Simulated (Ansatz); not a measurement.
Compounds of Al with 3 ligands, in which Cl is traded for OH. Quantity: electronic atomisation energy to ground-state atoms, in kcal/mol. Geometries: B3LYP-D3(BJ)/def2-TZVP minima from Ansatz (a quantum-chemistry and plane-wave program), one conformer each, not searched for the lowest. Valence correlation only, unless marked. Open shells are spin-unrestricted. Spin-orbit coupling is left out. Non-relativistic. Basis-set limits of correlation are two-point, X^-3; Hartree-Fock from the larger set. The first level has limits of its own: it lacks core correlation, which all-electron functionals hold.

```json
[
 {"n(OH)": "0", "species (SMILES)": "[Cl][Al]([Cl])[Cl]", "CCSD(T)/CBS(cc-pV(T+d)Z,cc-pV(Q+d)Z) (Ansatz)": "313.8", "PBE/def2-TZVPD (Ansatz)": "306.4", "PBE0-D4/def2-TZVPD (Ansatz + dftd4)": "307.9"},
 {"n(OH)": "1", "species (SMILES)": "[OH][Al]([Cl])[Cl]", "CCSD(T)/CBS(cc-pV(T+d)Z,cc-pV(Q+d)Z) (Ansatz)": "434.0", "PBE/def2-TZVPD (Ansatz)": "427.6", "PBE0-D4/def2-TZVPD (Ansatz + dftd4)": "422.7"},
 {"n(OH)": "2", "species (SMILES)": "[OH][Al]([OH])[Cl]", "CCSD(T)/CBS(cc-pV(T+d)Z,cc-pV(Q+d)Z) (Ansatz)": "?", "PBE/def2-TZVPD (Ansatz)": "?", "PBE0-D4/def2-TZVPD (Ansatz + dftd4)": "?"},
 {"n(OH)": "3", "species (SMILES)": "[OH][Al]([OH])[OH]", "CCSD(T)/CBS(cc-pV(T+d)Z,cc-pV(Q+d)Z) (Ansatz)": "672.1", "PBE/def2-TZVPD (Ansatz)": "667.9", "PBE0-D4/def2-TZVPD (Ansatz + dftd4)": "650.1"}
]
```

Problem. Fit a straight line through the known rows at each level by least squares, predict the withheld row (n(OH) = 2), and compare with the run.

Solution. 
- The known rows have mean n(OH) = 1.33333 and Σ(n(OH) - mean)² = 4.6667.
- CCSD(T)/CBS(cc-pV(T+d)Z,cc-pV(Q+d)Z): mean 473.300, Σ(n(OH) - mean)(y - mean) = 557.100, slope 119.378 kcal/mol a step; the line gives 473.300 + (119.378)×(2 - 1.33333) = 552.9; the run gives 553.5, +0.6 from the line, whose largest residual on the known rows is 0.5.
- PBE/def2-TZVPD: mean 467.300, Σ(n(OH) - mean)(y - mean) = 562.100, slope 120.449 kcal/mol a step; the line gives 467.300 + (120.449)×(2 - 1.33333) = 547.6; the run gives 548.2, +0.6 from the line, whose largest residual on the known rows is 0.4.
- PBE0-D4/def2-TZVPD: mean 460.233, Σ(n(OH) - mean)(y - mean) = 532.067, slope 114.014 kcal/mol a step; the line gives 460.233 + (114.014)×(2 - 1.33333) = 536.2; the run gives 536.8, +0.6 from the line, whose largest residual on the known rows is 0.5.
- PBE minus the first level along the series: -7.4, -6.4, -5.3, -4.2 kcal/mol.
